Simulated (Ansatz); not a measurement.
Cubic BN was calculated with G0W0@PBE in Ansatz (plane waves, hard PAW, contour deformation).

The cell has the measured lattice parameters. Conventional cell: a = 3.6160 Å, b = 3.6160 Å, c = 3.6160 Å, α = 90.00°, β = 90.00°, γ = 90.00°.

The quasiparticle gap at Γ at a fixed k mesh 6×6×6:

| response cutoff | value (eV) |
|---|---|
| 150 eV, 91 empty bands | 10.971 |
| 200 eV, 139 empty bands | 11.073 |
| 250 eV, 195 empty bands | 11.142 |
| 300 eV, 256 empty bands | 11.184 |

### Question
Taking the value to converge with the response cutoff E as E^(−3/2), extrapolate from the last two rows.

### Answer
With y = y∞ + c/w and weights w = 3953 and 5196 for the last two rows, y∞ = (w2 y2 − w1 y1)/(w2 − w1) = (5196 × 11.184 − 3953 × 11.142)/1243 = 11.318 eV, which lies 0.134 beyond the last row. Successive pairs of rows give 11.262, 11.315, 11.318. The limit also hangs on the law assumed, so its last digits aren't firm.

The other settings are not extrapolated, so this is the limit in one setting alone.

The smallest gap on this mesh is 6.28 eV, away from Γ.

Ansatz is a program for electronic structure.
